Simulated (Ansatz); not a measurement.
## How basis sets differ on BH (SMILES [BH])

BH, singlet, SMILES `[BH]`. Each level relaxes the structure for itself.

Quantity: the equilibrium bond length, in Å. The values are calculated.

Question: The value from experiment is 1.232 Å (Huber and Herzberg, Constants of Diatomic Molecules). From what is known of these methods, estimate their order from the nearest to it to the farthest.
A. MP2/def2-TZVP (Ansatz)
B. MP2/LANL2DZ (Ansatz)
C. MP2/def2-QZVP (Ansatz)
D. MP2/aug-cc-pVDZ (Ansatz)
E. MP2/6-31G* (Cartesian functions) (Ansatz)

Answer: E (1.234 Å, +0.002), A (1.228 Å, -0.004), C (1.224 Å, -0.008), D (1.243 Å, +0.011), B (1.264 Å, +0.032).
